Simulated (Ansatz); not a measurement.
Antifluorite Mg2Ge

Level of theory: LDA (PAW; Ansatz, a program for electronic structure).

Numerical settings: plane-wave cutoff 520 eV, 20×20×20 k mesh, scalar-relativistic PAW data made under PBE.

Cell: measured lattice: a = 6.385 Å, b = 6.385 Å, c = 6.385 Å, α = 90.00°, β = 90.00°, γ = 90.00°.

```yaml
elastic constant C11: 105 GPa
elastic constant C12: 16.3 GPa
elastic constant C44: 41.6 GPa
Voigt–Reuss–Hill bulk modulus: 46.0 GPa
polycrystal shear modulus (Hill average): 42.8 GPa
young_modulus: 97.9 GPa
poisson_ratio: 0.145
```

Note: the cell isn't this level's own, so it is under some stress, which shifts stiffness and frequencies.

Elastic constants are with the ions relaxed.

The computed numbers hold no vibrational or temperature effects.
